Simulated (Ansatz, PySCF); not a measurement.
This PySCF input computes a SVWN5/def2-TZVPD energy:

```python
from pyscf import gto, scf, dft

mol = gto.M(
    atom='''
    C    -0.71022460    0.07832482    0.06152043
    C     0.71022460   -0.07832482   -0.06152043
    H    -1.28075570   -0.41847643   -0.79118062
    H    -1.08454656    1.05197896   -0.39815009
    H    -1.16860170   -0.11789931    1.02449045
    H     1.08454656   -1.05197896    0.39815009
    H     1.28075570    0.41847643    0.79118062
    H     1.16860170    0.11789931   -1.02449045
    ''',
    basis='def2-tzvpd',
    charge=1,
    spin=1,
    verbose=4,
)

mf = dft.UKS(mol, xc='svwn').density_fit(auxbasis='def2-universal-jkfit')
mf.grids.level = 3
mf.conv_tol = 1e-9
mf.max_cycle = 100
mf.max_memory = 1500
mf.kernel()
if not mf.converged:
    mf = mf.newton()
    mf.kernel(mf.make_rdm1())
for _ in range(2):
    mo, _, stable, _ = mf.stability(return_status=True)
    if stable:
        break
    mf.kernel(mf.make_rdm1(mo, mf.mo_occ))
mf.analyze()
```

Q: Write an input for the same energy in Ansatz (a program for electronic structure) and say what it gives.

A: 
Ansatz 0.2 input:
```yaml
crystal:
  periodic: [false, false, false]
  atoms:
    - {symbol: C, position_ang: [-0.71022460, 0.07832482, 0.06152043]}
    - {symbol: C, position_ang: [0.71022460, -0.07832482, -0.06152043]}
    - {symbol: H, position_ang: [-1.28075570, -0.41847643, -0.79118062]}
    - {symbol: H, position_ang: [-1.08454656, 1.05197896, -0.39815009]}
    - {symbol: H, position_ang: [-1.16860170, -0.11789931, 1.02449045]}
    - {symbol: H, position_ang: [1.08454656, -1.05197896, 0.39815009]}
    - {symbol: H, position_ang: [1.28075570, 0.41847643, 0.79118062]}
    - {symbol: H, position_ang: [1.16860170, 0.11789931, -1.02449045]}
basis:
  gaussian:
    orbitals: def2-TZVPD
hamiltonian:
  xc: {name: SVWN5}
total_charge: 1
magnetization: {spin_polarized: true, initial_magnetization: 1}
output: {forces: true}
```
It gives -78.66149 Eh, and PySCF -78.66156 Eh, a difference of 0.07 mEh, from the treatment of integrals and grids.
